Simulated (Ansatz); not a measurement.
One group Y is varied and pulled off as a radical: Y-SnCl3. Isolated molecules, 0 K electronic values unless said otherwise. Each species was relaxed from one start; no search for lower structures was made at this level. In the def2 sets, heavy atoms carry core potentials. Strings in code marks are SMILES.

Quantity: electronic energy of homolysis of the metal–ligand bond (relaxed doublet parts, no counterpoise, zero-point or spin–orbit term), in kJ/mol. HF references are unrestricted for open shells and restricted for singlets.

A: methyl: `[CH3][Sn]([Cl])([Cl])[Cl]`
B: but-3-enyl: `C=CC[CH2][Sn]([Cl])([Cl])[Cl]` (C–C–C–C torsion -116°, C–C–C–Sn torsion 180°)
C: 2,2,2-trifluoroethyl: `FC(F)(F)[CH2][Sn]([Cl])([Cl])[Cl]`
D: trifluoromethyl: `F[C](F)(F)[Sn]([Cl])([Cl])[Cl]`
E: ethyl: `[Cl][Sn]([CH2]C)([Cl])[Cl]`

### Question
Put the candidates in order of electronic energy of homolysis of the metal–ligand bond (relaxed doublet parts, no counterpoise, zero-point or spin–orbit term), lowest first, for frozen-core CCSD(T)/def2-TZVPP // PBE0-D3(BJ)/def2-SVP (Ansatz, a program for electronic structure).

### Answer
D (244.9 kJ/mol), C (291.4 kJ/mol), E (294.0 kJ/mol), B (298.1 kJ/mol), A (304.6 kJ/mol)
